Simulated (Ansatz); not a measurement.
System: 1T (CdI2-type) HfS2. Method: PBE-D3(BJ) (Ansatz, an electronic-structure program, PAW).

Numerical settings: plane-wave cutoff 520 eV, 12×12×6 k mesh (along the axes of the cell as run), scalar-relativistic PAW data made under PBE.

Computed at the level's own relaxed cell.

```
CELL_PARAMETERS angstrom
      3.60561     0.00000     0.00000
     -1.80280     3.12255     0.00000
      0.00000     0.00000     5.76785
ATOMIC_POSITIONS crystal
  Hf 0.00000 0.00000 0.00000
  S  0.33333 0.66667 0.25251
  S  0.66667 0.33333 0.74749
```

Question: Give the elastic tensor (Voigt notation, GPa, ions relaxed, in the Cartesian axes of the cell as printed).

Answer: 
```
  144.1    26.0     8.0    -3.5     0.0     0.0
   26.0   144.1     8.0     3.5     0.0     0.0
    8.0     8.0    43.1     0.0     0.0     0.0
   -3.5     3.5     0.0    12.1     0.0     0.0
    0.0     0.0     0.0     0.0    12.1    -3.5
    0.0     0.0     0.0     0.0    -3.5    59.0
```

Measured, for comparison: elastic constant C33 39.4 GPa (temperature not stated, no zero-point or thermal correction; as tabulated in Björkman et al. (2012), arXiv:1206.3542). Computed (rounded) less measured: elastic constant C33 +9 %. A static lattice is as a rule a little smaller and stiffer than an uncorrected measurement, which narrows the difference in the elastic constant C33 and would widen misses of the other sign.

Note: the dispersion coefficients are held fixed in the derivatives.

Spin–orbit coupling is not included.

The computed numbers hold no vibrational or temperature effects.
